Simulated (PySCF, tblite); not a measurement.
# C4H6FS radical: geometry, infrared bands and EPR parameters

Wanted: the infrared bands and EPR parameters of C4H6FS radical (`CS[C]1C[C@H]1F`), by calculation.

Programs: tblite 0.8.0 and PySCF 2.14.0, with density-fitted response routines of our own. Each step states its level of theory. These are calculated values for one molecule in the gas phase, unless marked as measured. Atoms count from 0, in the outputs and in this text.

### 1 Starting geometry

12 atoms, charge 0, multiplicity 2; geometry from: force field or distance geometry start.

Bonds of the start (Å): C0–S1 1.83, S1–C2 1.80, C2–C3 1.51, C3–C4 1.50, C4–F5 1.38, C4–C2 1.52, C0–H6 1.10, C0–H7 1.10, C0–H8 1.13, C3–H9 1.13, C3–H10 1.08, C4–H11 1.11.

### 2 Geometry optimisation with GFN2-xTB

Job settings and geometry (Å):

```
{"job": {"kind": "relax", "xc": "GFN2-xTB", "basis": "xTB"}, "charge": 0, "multiplicity": 2}
C      2.383100     0.171900    -0.231200
S      0.742700     0.978200    -0.336100
C     -0.374700    -0.011200     0.675400
C     -1.832000     0.360600     0.820700
C     -1.446000    -0.717700    -0.146900
F     -1.571900    -0.424000    -1.484500
H      2.591200    -0.452100    -1.113800
H      2.478200    -0.428100     0.688900
H      3.108500     1.033600    -0.211800
H     -2.273000    -0.019500     1.784100
H     -2.243700     1.296300     0.468400
H     -1.561000    -1.788700     0.119700
```

Command:

```console
OMP_NUM_THREADS=1 python probes_run.py task.json out
```

This one command runs all jobs of the session in turn.

**Question.** This job is followed by: GFN2-xTB harmonic vibrations, gas phase; UKS B3LYP, pcH-1 on C F H S, non-relativistic, mean-field spin-orbit, GIAO. Predict these results of the whole session: strongest single infrared mode (GFN2-xTB); zero-point energy (GFN2-xTB); g(iso) (B3LYP); ⟨S²⟩; largest a(iso) (averaged by class); potential on the surface of density 0.002 e/bohr³, 1st and 99th percentile.

**Answer**, as computed:

```
                                                                  quantity                 value
                                 strongest single infrared mode (GFN2-xTB)  1098 cm⁻¹, 74 km/mol
                                              zero-point energy (GFN2-xTB)         54.9 kcal/mol
                                                            g(iso) (B3LYP)               2.00513
                                                                      ⟨S²⟩    0.754 (exact 0.75)
                                        largest a(iso) (averaged by class)  13C on C2, 282.7 MHz
potential on the surface of density 0.002 e/bohr³, 1st and 99th percentile    -0.94 V and 1.02 V
```

In words: The optimisation took 65 steps and gained 0.716 eV; among the close pairs (by a distance rule), S1–C2 changed most, from 1.803 to 1.709 Å. No mode is imaginary among the 30: a minimum at this level. The strongest single mode, at 1098 cm⁻¹, has its largest shares on C4, F5, H11 and C3 (the list is cut at 4 atoms). Unscaled tight-binding wavenumbers are off by several per cent, some by more. Its intensities can rank the bands wrongly. C2 carries the largest spin population, 0.70 e. The isotropic g lies 2.8 ppt above the free-electron value. These values are for one conformer; the search (at its own cheap level) found 2 more, at 0.76, 0.81 kcal/mol, and measured spectra average over such forms.
